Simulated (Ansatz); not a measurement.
Basis-set extrapolation for C2H4, SMILES `[CH2][CH2]` (triplet) (PBE0-D4/def2-TZVP geometry, frozen core, Ansatz 0.2.0). Multiplicity 3, UHF reference.

```csv
,def2-TZVPP,def2-QZVPP
HF,-77.996688,-78.000393
MP2 correlation,-0.292234,-0.312051
CCSD(T) correlation,-0.335434,-0.352670
```

Energies in hartree. Use E(X) = E(∞) + A·exp(−7.88·√X) for Hartree–Fock and E(X) = E(∞) + B·X^(−2.97) for correlation, with X = 3 and 4.

Q: What is the CCSD(T) energy at the basis-set limit?

A: HF limit: -78.000393 + (-0.003705) × 0.13774 = -78.00090. Correlation limit: -0.352670 + (-0.017236) × 0.74074 = -0.36544. Total: -78.36634 hartree, 89.8 kJ/mol below CCSD(T)/def2-TZVPP.
